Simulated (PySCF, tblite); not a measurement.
Compound: C5H11N.
Atom-mapped SMILES: `[CH3:1][NH:2][CH:3]1[CH2:4][CH2:5][CH2:6]1` (hydrogens: H7, H8, H9 on C1; H10 on N2; H11 on C3; H12, H13 on C4; H14, H15 on C5; H16, H17 on C6)

Computed with GFN2-xTB (tblite), gas phase: Langevin dynamics at 300 K from the optimised GFN2-xTB geometry, time step 0.5 fs, friction 0.01 fs⁻¹, 2000 steps. Over the second half of the run the saved frames average 318 K.

Frame at 250 fs, instantaneous temperature 248 K:
```
atom  x, y, z in Å
C1      2.000   -0.346    0.080
N2      0.924    0.557   -0.229
C3     -0.310    0.385    0.577
C4     -1.450    1.356    0.224
C5     -2.405    0.183    0.042
C6     -1.160   -0.783    0.043
H7      2.729   -0.270   -0.677
H8      1.555   -1.319    0.170
H9      2.542   -0.124    1.085
H10     1.245    1.578   -0.139
H11    -0.086    0.273    1.631
H12    -1.798    2.187    0.801
H13    -1.137    1.930   -0.698
H14    -3.069   -0.005    0.934
H15    -2.963    0.144   -0.900
H16    -1.222   -1.729    0.519
H17    -0.986   -0.958   -0.990
```

Frame at 425 fs, instantaneous temperature 325 K:
```
atom  x, y, z in Å
C1      1.869    0.116    0.214
N2      0.726    0.891   -0.249
C3     -0.353    0.805    0.733
C4     -1.663    1.389    0.225
C5     -2.408    0.089    0.779
C6     -1.062   -0.569    0.948
H7      2.736    0.184   -0.425
H8      1.568   -0.889    0.225
H9      2.145    0.395    1.230
H10     0.945    1.863   -0.357
H11     0.029    1.193    1.708
H12    -1.967    2.250    0.758
H13    -1.702    1.516   -0.886
H14    -2.756    0.356    1.779
H15    -3.239   -0.354    0.237
H16    -0.812   -1.044    1.890
H17    -0.926   -1.298    0.209
```

Frame at 625 fs, instantaneous temperature 343 K:
```
atom  x, y, z in Å
C1      1.618   -0.012    0.591
N2      0.380    0.748    0.291
C3     -0.640    0.834    1.287
C4     -1.760    1.805    0.714
C5     -2.442    0.543    0.186
C6     -1.526   -0.376    1.024
H7      2.099   -0.156   -0.411
H8      1.467   -1.015    0.916
H9      2.276    0.501    1.328
H10     0.569    1.628   -0.099
H11    -0.219    1.059    2.283
H12    -2.347    2.223    1.498
H13    -1.474    2.514   -0.122
H14    -3.527    0.476    0.489
H15    -2.355    0.469   -0.939
H16    -2.002   -0.803    1.912
H17    -1.082   -1.206    0.502
```

Frame at 800 fs, instantaneous temperature 309 K:
```
atom  x, y, z in Å
C1      1.266   -0.008    1.478
N2      0.338    0.796    0.713
C3     -0.990    0.886    1.328
C4     -2.028    1.615    0.468
C5     -2.943    0.402    0.629
C6     -1.747   -0.473    1.158
H7      2.082   -0.415    0.876
H8      0.813   -0.853    1.988
H9      1.650    0.574    2.261
H10     0.744    1.641    0.317
H11    -0.969    1.135    2.384
H12    -2.406    2.543    0.810
H13    -1.667    1.819   -0.512
H14    -3.602    0.641    1.403
H15    -3.374   -0.067   -0.322
H16    -1.814   -1.088    2.101
H17    -1.287   -1.059    0.378
```

Frame at 1000 fs, instantaneous temperature 323 K:
```
atom  x, y, z in Å
C1      1.062    0.777    2.054
N2      0.049    1.067    1.026
C3     -1.342    1.247    1.396
C4     -2.158    1.776    0.156
C5     -3.010    0.513    0.212
C6     -2.144   -0.040    1.333
H7      1.931    0.269    1.543
H8      0.464    0.060    2.643
H9      1.419    1.583    2.633
H10     0.325    1.917    0.538
H11    -1.439    1.881    2.302
H12    -2.626    2.727    0.235
H13    -1.550    1.673   -0.692
H14    -4.058    0.651    0.510
H15    -3.146   -0.156   -0.687
H16    -2.582   -0.441    2.251
H17    -1.563   -0.833    0.992
```

**Question.** What do single points at PBE0/pcSseg-1 (PySCF, gas phase) give on these frames?

**Answer.** 
```
t (fs)  GFN2-xTB E above start (eV)  DFT E above lowest frame (eV)  HOMO (eV)  LUMO (eV)  dipole (D)
   250                         0.56                           0.13      -6.17       1.54        0.83
   425                         0.43                           0.00      -6.28       1.39        1.00
   625                         0.62                           0.15      -6.03       1.55        0.79
   800                         0.60                           0.19      -5.77       1.58        0.92
  1000                         0.62                           0.23      -6.21       1.52        0.98
```

The two levels order the frames alike by energy but for pairs within 0.08 eV at one level; measured from each level's lowest frame they differ by 0.04 eV at most. The HOMO–LUMO gap runs from 7.35 to 7.73 eV. These are instantaneous structures, not minima.

**Question.** And the isotropic GIAO shieldings (ppm) from the same runs?

**Answer.** 
| atom | 250 fs | 425 fs | 625 fs | 800 fs | 1000 fs | mean | range |
| --- | --- | --- | --- | --- | --- | --- | --- |
| C1 | 150.1 | 153.5 | 151.1 | 158.3 | 149.4 | 152.5 | 8.9 |
| N2 | 182.0 | 204.5 | 208.8 | 209.2 | 199.2 | 200.7 | 27.2 |
| C3 | 127.6 | 126.4 | 127.0 | 128.7 | 131.9 | 128.3 | 5.5 |
| C4 | 157.9 | 153.9 | 152.2 | 165.0 | 158.8 | 157.6 | 12.8 |
| C5 | 165.7 | 171.1 | 158.9 | 168.5 | 171.2 | 167.1 | 12.3 |
| C6 | 159.2 | 160.6 | 156.2 | 150.3 | 161.2 | 157.5 | 10.9 |
| H7 | 29.5 | 29.5 | 28.2 | 29.3 | 28.1 | 28.9 | 1.4 |
| H8 | 29.6 | 30.4 | 29.8 | 29.9 | 28.9 | 29.7 | 1.5 |
| H9 | 28.0 | 30.2 | 28.8 | 30.2 | 30.0 | 29.4 | 2.2 |
| H10 | 30.1 | 32.1 | 32.3 | 31.2 | 31.6 | 31.5 | 2.2 |
| H11 | 28.5 | 28.2 | 28.2 | 28.5 | 28.3 | 28.3 | 0.3 |
| H12 | 29.9 | 29.6 | 29.7 | 30.7 | 29.9 | 30.0 | 1.1 |
| H13 | 29.1 | 28.8 | 29.3 | 30.8 | 30.5 | 29.7 | 2.0 |
| H14 | 28.9 | 29.5 | 28.4 | 30.1 | 29.6 | 29.3 | 1.7 |
| H15 | 29.2 | 30.1 | 28.1 | 28.0 | 29.1 | 28.9 | 2.1 |
| H16 | 30.4 | 30.0 | 29.7 | 28.8 | 29.5 | 29.7 | 1.6 |

What follows is the cost of the whole dynamics run. Time: 7.4 s wall; peak memory 0.18 GiB. Hardware: one thread of an Arm Neoverse V2, shared host with 48 logical CPUs at a one-minute load of 30.
